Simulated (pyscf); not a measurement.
Optimised with ωB97X-D3(BJ)/def2-SVP in PySCF.

### Question
`[CH3][CH2][Be][SH]` + `[CH3][CH3]` → `[CH3][CH2][Be][CH2][CH3]` + `[SH2]`
Surface: singlet. Broken: Be–S, C–H. Formed: Be–C, H–S. Give ΔE‡ and ΔE from ωB97M-D3(BJ)/def2-TZVP, relative to the separated reactants.

### Answer
ΔE‡ = 40.2 kcal/mol, ΔE = +31.3 kcal/mol. Zero-point energy shifts the barrier by -2.1 kcal/mol. It is a four-centre exchange, with an imaginary mode of 1034i cm⁻¹. On the product side the descent ends in an adduct with a Be–S contact (not fully relaxed), 8.3 kcal/mol under the separated species and 15.5 kcal/mol under the saddle at ωB97X-D3(BJ)/def2-TZVP. What is counted as broken (Be–S) persists as a longer contact in the product adduct; parting that adduct is a step of its own. This is the saddle that the search found; another between the same sides may lie lower.
